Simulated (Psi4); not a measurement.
Pair of molecules, SMILES C with SMILES CC (the first has 5 atoms); geometry from A24 set.
(charge 0, multiplicity 1):
```xyz
13

C      0.0000    -0.0637     2.4205
H      0.0000     1.0217     2.3424
H      0.8883    -0.4613     1.9331
H     -0.8883    -0.4613     1.9331
H      0.0000    -0.3536     3.4695
C      0.0000     0.7813    -1.1354
H      0.0000     1.3747    -2.0511
H     -0.8804     1.0631    -0.5558
C      0.0000    -0.7133    -1.4472
H      0.8804     1.0631    -0.5558
H      0.0000    -1.3064    -0.5314
H     -0.8810    -0.9953    -2.0259
H      0.8810    -0.9953    -2.0259
```

The numbers are results of SAPT0/jun-cc-pV(D+d)Z run with Psi4 1.11, not measurements.

Q: Which attractive term is largest, and how does the interaction split up?

A: electrostatics -0.33, exchange 1.14, induction -0.06, dispersion -1.03, total -0.28 kcal/mol; the largest attraction is dispersion.
